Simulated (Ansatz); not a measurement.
A calculation with Ansatz (development build ahead of 0.2.0).

```yaml
crystal:
  periodic: [false, false, false]
  atoms:
    - { symbol: C, position_ang: [0.00025, -0.03633, -0.64148] }
    - { symbol: O, position_ang: [0.00689, -0.05861, 0.74614] }
    - { symbol: H, position_ang: [-0.00239, -1.07478, -1.01849] }
    - { symbol: H, position_ang: [-0.9048, 0.46572, -1.07653] }
    - { symbol: H, position_ang: [0.89354, 0.4751, -1.07175] }
    - { symbol: H, position_ang: [0.0059, 0.84048, 1.0793] }
basis:
  gaussian: { orbitals: cc-pVDZ }
hamiltonian:
  xc: hf
correlation:
  method: mp2
  frozen_orbitals: { C: 1, H: 0, O: 1 }
```

The input is written out in the form of the current development build from the run's settings.

Output:

- Converged: yes
- Reference energy: -115.04846 hartree
- Correlation energy: -0.33852 hartree
- Total energy: -115.38698 hartree
- Spin squared of the determinant: 0.000
